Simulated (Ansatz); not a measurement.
# AlH₅O: one species, many methods

How much do the methods differ for AlH₅O? The plan is to run it at one geometry with functionals of several rungs and with coupled cluster, and see how far each lands from CCSD(T) at the basis-set limit for the atomisation energy.

The runs use Ansatz 0.2.0, Gaussian basis; functionals in def2-TZVPP, the program's frozen cores in correlated methods.

Plan: LDA (SPW92), PBE-D4, revPBE-D4, BLYP-D4, r2SCAN-D4, B97M-V, PBE0-D4, B3LYP-D4, r2SCANh-D4, r2SCAN0-D4, HSE06-D4, BHLYP-D4, CAM-B3LYP-D4, LC-ωPBE, ωB97X-V, ωB97M-V, B2PLYP, PBE-QIDH; CCSD(T)/def2-SVP; CCSD(T)/def2-TZVPP; CCSD(T)/def2-QZVPP; extrapolation to the limit; RPA on PBE.

## Step 1: The relaxed structure

All runs share one geometry, relaxed beforehand with PBE0-D4 in a triple-zeta def2 set.

SMILES `[OH2+][AlH3-]`, 7 atoms, charge 0, spin multiplicity 1.

Atoms are counted from 1 here; the program's logs count them from 0.

Bond lengths: O1–Al2 2.031 Å, O1–H3 0.964 Å, O1–H4 0.963 Å, Al2–H5 1.592 Å, Al2–H6 1.603 Å, Al2–H7 1.603 Å. Angles: Al2–O1–H3 111.3°, Al2–O1–H4 111.4°, H3–O1–H4 107.7°, O1–Al2–H5 103.1°, O1–Al2–H6 95.5°, O1–Al2–H7 95.6°, H5–Al2–H6 118.2°, H5–Al2–H7 118.2°, H6–Al2–H7 117.8°.

## Step 2: LDA

This LDA is Slater exchange with PW92 correlation.

File in.yaml:

```yaml
crystal:
  periodic: [false, false, false]
  atoms:
    - {symbol: O, position_ang: [-0.144382, -1.155325, -0.146307]}
    - {symbol: Al, position_ang: [0.142298, 0.855219, -0.144194]}
    - {symbol: H, position_ang: [-0.993939, -1.387607, 0.244388]}
    - {symbol: H, position_ang: [0.542146, -1.608274, 0.355533]}
    - {symbol: H, position_ang: [0.312157, 1.196235, -1.689693]}
    - {symbol: H, position_ang: [-1.252777, 1.208183, 0.561142]}
    - {symbol: H, position_ang: [1.455799, 0.823568, 0.773430]}
basis:
  gaussian: {orbitals: def2-TZVPP}
hamiltonian: {xc: lda}
output: {orbitals: {seedname: orbitals}}
```

Started as:

```console
> ansatz run in.yaml --threads 2 --pin off --events-out ev --progress --plain --max-ram 32768MiB --backend cpu
```

Further steps of the session: PBE-D4 (GGA); revPBE-D4 (GGA); BLYP-D4 (GGA); r2SCAN-D4 (meta-GGA); B97M-V (meta-GGA); B3LYP-D4 (hybrid); r2SCANh-D4 (hybrid); r2SCAN0-D4 (hybrid); HSE06-D4 (hybrid); BHLYP-D4 (hybrid); CAM-B3LYP-D4 (range-separated); LC-ωPBE (range-separated); ωB97X-V (range-separated); ωB97M-V (range-separated); B2PLYP (double hybrid); PBE-QIDH (double hybrid); CCSD(T) in def2-SVP; CCSD(T) in def2-TZVPP; CCSD(T) in def2-QZVPP; RPA on PBE orbitals.

Before running them: what should the planned runs give, taken together? Wanted: atomisation energy, CCSD(T)/CBS; farthest beyond LDA; mean size of error, GGA; mean size of error, meta-GGA; mean size of error, hybrid; mean size of error, range-separated; mean size of error, double hybrid; gap, smallest and largest; T1 diagnostic.

**Answer**, as computed:

| quantity | value |
| --- | --- |
| atomisation energy, CCSD(T)/CBS | 1959.1 kJ/mol |
| functionals within 9.8 kJ/mol (0.5 %) | CAM-B3LYP-D4, ωB97X-V, ωB97M-V |
| farthest beyond LDA | revPBE-D4 (-73.9 kJ/mol) |
| mean size of error, GGA | 48.5 kJ/mol |
| mean size of error, meta-GGA | 18.2 kJ/mol |
| mean size of error, hybrid | 44.9 kJ/mol |
| mean size of error, range-separated | 15.1 kJ/mol |
| mean size of error, double hybrid | 46.5 kJ/mol |
| gap, smallest and largest | 4.58 eV (LDA (SPW92)), 11.78 eV (LC-ωPBE) |
| T1 diagnostic | 0.0085 |
| triples share of the correlation energy | 2.5 % |

In words: LDA overbinds by 204.8 kJ/mol (10 %). PBE-D4 misses by -40.6 kJ/mol. Double hybrids carry the basis error of their MP2 part in triple zeta, and no dispersion term here, so their miss is partly the set-up's. Taken by rung, range-separated functionals do best (15.1 kJ/mol on average) and GGA ones worst beyond LDA (48.5 kJ/mol). The gap between the best rungs is small, so their order is not settled. The reference freezes the cores and leaves out relativity and excitations past (T), so misses under about 9.8 kJ/mol can't be ranked. Hartree-Fock recovers 73 % of the binding; the rest is correlation. CCSD(T) in def2-SVP is off by -111.8 kJ/mol, worse than the median functional, from the basis alone. The gap grows from 4.6 to 11.8 eV across the functionals, mostly with the share of exact exchange.
